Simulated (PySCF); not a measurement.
Method: PySCF energies plus ideal-gas RRHO corrections (1 bar). The comparison is the NASA 1993 polynomial table, which mixes measured and estimated data. 6-31G* has spherical d functions here. All species are closed-shell singlets. B3LYP is the form with VWN-RPA correlation. The harmonic model lacks anharmonicity and excited electronic states, which grow with temperature; levels with a mode under 35 cm⁻¹ are left out. The table's entry may be an old estimate for CCl3F (not checked at source).

Harmonic frequencies at B3LYP/6-31G* (cm⁻¹): 242, 242, 346, 391, 391, 520, 809, 809, 1142. Point group C3v; S°(298 K) = 310.7 J/mol/K at this level.

Work out Cp and S° of gaseous CCl3F at 500, 800, 1200, 1600, 2000 K from these, and set them beside the table.


```csv
T (K),Cp B3LYP/6-31G*,Cp table,S° B3LYP/6-31G*,S° table
500,93.2,92.9,355.3,354.4
800,101.3,101.2,401.2,400.3
1200,104.9,104.6,443.1,442.1
1600,106.2,106.1,473.5,472.4
2000,106.9,107.0,497.3,496.2
```
Units J/mol/K.
